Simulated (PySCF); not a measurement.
# CH2ClF (chlorofluoromethane): CISD/STO-6G

Aim: the vertical ionisation energy of CH2ClF (chlorofluoromethane) at CISD/STO-6G, from 2 runs. 

The results are computed with PySCF 2.14.0.

5 further runs of the same task are left out: 5 set aside as unsound or not needed.

### Step 1. Starting point

CH2ClF: 5 atoms, total charge 0, spin state singlet. SMILES: `FCCl`. The coordinates come from a PBE0-D4/def2-TZVP relaxation.

Bond lengths: F1–C2 1.355 Å, C2–Cl3 1.766 Å, C2–H4 1.089 Å, C2–H5 1.089 Å. Angles: F1–C2–Cl3 110.5°, F1–C2–H4 109.3°, F1–C2–H5 109.3°, Cl3–C2–H4 107.8°, Cl3–C2–H5 107.8°, H4–C2–H5 112.3°.

### Step 2. The energy at CISD/STO-6G

job.py reads:

```python
# FCCl
from pyscf import gto, ci

mol = gto.Mole()
mol.atom = [
    ('F', (-0.970450, 0.560520, 0.766500)),
    ('C', (0.083560, 0.089320, 0.058070)),
    ('Cl', (-0.422970, -1.232890, -0.998060)),
    ('H', (0.832130, -0.302600, 0.745580)),
    ('H', (0.477720, 0.885670, -0.572080)),
]
mol.verbose = 3
mol.max_memory = 1860
mol.basis = 'sto-6g'
mol.spin = 0
mol.build()

mf = mol.RHF()
mf.conv_tol = 1e-10
mf.kernel()
if not mf.converged:
    mf = mf.newton().run(mf.mo_coeff, mf.mo_occ)

cisd = ci.CISD(mf, frozen=7)
cisd.kernel()
e_tot = cisd.e_tot
print('E(%s) = %.9f' % ('CISD', e_tot))
```

Command:

```
$ OMP_NUM_THREADS=1 python job.py
```

Output:

```text
converged SCF energy = -595.87836209683
E(RCISD) = -595.9762925447574  E_corr = -0.09793044792719074
E(CISD) = -595.976292545
```

Wall time 0.84 s (1 thread of Arm Neoverse V2, shared host); peak memory 0.12 GiB.

### Step 3. The doublet cation at the same level

input.py reads:

```python
from pyscf import gto, ci

molecule = gto.Mole()
molecule.atom = [
    ('F', (-0.970450, 0.560520, 0.766500)),
    ('C', (0.083560, 0.089320, 0.058070)),
    ('Cl', (-0.422970, -1.232890, -0.998060)),
    ('H', (0.832130, -0.302600, 0.745580)),
    ('H', (0.477720, 0.885670, -0.572080)),
]
molecule.verbose = 3
molecule.max_memory = 1860
molecule.basis = 'sto-6g'
molecule.charge = 1
molecule.spin = 1
molecule.build()

calc0 = molecule.UHF()
calc0.conv_tol = 1e-10
calc0.kernel()
if not calc0.converged:
    calc0 = calc0.newton().run(calc0.mo_coeff, calc0.mo_occ)

cisd = ci.CISD(calc0, frozen=7)
cisd.kernel()
e_final = cisd.e_tot
print('E(%s) = %.9f' % ('CISD', e_final))
```

Command:

```
$ OMP_NUM_THREADS=1 python input.py
```

Output:

```text
converged SCF energy = -595.509340982674  <S^2> = 0.75295626  2S+1 = 2.0029541
E(UCISD) = -595.6125156059313  E_corr = -0.1031746232572183
E(CISD) = -595.612515606
```

It took 0.92 s on 1 thread of Arm Neoverse V2, shared host; peak memory 0.12 GiB.

### Step 4. Outcome

Level: CISD/STO-6G, 7 core orbitals frozen.

| quantity | value |
| --- | --- |
| singlet CH2ClF: total energy | -595.97629 Eh |
| singlet CH2ClF: dipole moment (Hartree–Fock density) | 2.09 D |
| singlet CH2ClF: HOMO energy (Hartree–Fock orbitals) | -10.77 eV |
| singlet CH2ClF: LUMO energy (Hartree–Fock orbitals) | 9.66 eV |
| singlet CH2ClF: HOMO–LUMO gap (Hartree–Fock orbitals) | 20.43 eV |
| singlet CH2ClF: correlation energy (7 core orbitals frozen) | -97.9 mEh |
| doublet cation: total energy | -595.61252 Eh |
| doublet cation: HOMO energy (Hartree–Fock orbitals) (highest over α and β) | -20.15 eV |
| doublet cation: LUMO energy (Hartree–Fock orbitals) (lowest over α and β) | -9.22 eV |
| doublet cation: correlation energy (7 core orbitals frozen) | -103.2 mEh |
| doublet cation: ⟨S²⟩ of the reference determinant | 0.753 |
| vertical ionisation energy (to the doublet cation) | 9.899 eV |

In words: Removing an electron at fixed nuclei costs 9.90 eV (228 kcal/mol). In a minimal basis such a difference can be off by several eV, whatever the method. Mulliken charges (singlet CH2ClF) of the mean-field density run from -0.15 on Cl3 to +0.11 on H4.
